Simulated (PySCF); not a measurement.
**Which determinant of SiO lies lowest?**

Unrestricted PBE0; Si 6-311G(d,p), O 6-311G(d,p); no relativity (PySCF 2.14). Outer shells of the fragments: Si 3s2 3p2; O 2s2 2p4.

Followed along the bond (rough minima from three points):

```csv
2Ms+1,unpaired,⟨S²⟩ at the start,R at minimum (Å),Te (eV)
1,none,0.00,1.52,0.00
3,π ↑↑,2.01,1.74,3.84
5,"σ ↑, π ↑↑↑",6.00,none in the scan,≤ 6.95
```

Solutions found at the starting distance of 1.715 Å, counted from the lowest of them; the search is not exhaustive and high or unbound solutions are not listed, so other states can lie among these:

```
2Ms+1    unpaired   term  E (eV)  ⟨S²⟩  ⟨Lz²⟩  μ (D)
    1        none    ¹Σ⁺    0.00  0.00   0.00  -3.47
    3        π ↑↑  mixed    2.99  2.01   2.01  -0.89
    3        π ↑↑  mixed    3.35  2.01   2.01  -1.03
    3    σ ↑, π ↑     ³Π    3.42  2.01   1.01  -2.97
    1        π ↑↓  mixed    3.44  1.00   2.01  -1.10
    5  σ ↑, π ↑↑↑     ⁵Π    6.16  6.00   1.00  -1.25
    3    σ ↑, π ↑     ³Π    6.44  2.00   1.01  -0.87
    3        σ ↑↑    ³Σ⁺    6.63  2.00   0.00  -2.55
    5      π ↑↑↑↑    ⁵Σ⁺    8.50  6.02   0.00   3.63
    5  σ ↑↑, π ↑↑  mixed    9.26  6.00   2.01  -0.96
```

A term symbol is given only where ⟨S²⟩ and ⟨Lz²⟩ are close to those of a pure state; real π, δ and φ orbitals otherwise mix terms. A positive dipole means Si(−)O(+).

Question: Compare the gap between the two lowest followed solutions at the starting distance with the gap between their minima.

Answer: At PBE0 the second solution (triplet, unpaired electrons π ↑↑) lies +2.99 eV from the first (singlet, closed shell) at 1.715 Å and +3.84 eV at the minima; the two curves relax by different amounts, since their minima lie near 1.74 and 1.52 Å.

Counting both spins, an empty level lies below a filled one in some of these solutions, because spin and occupation are held.
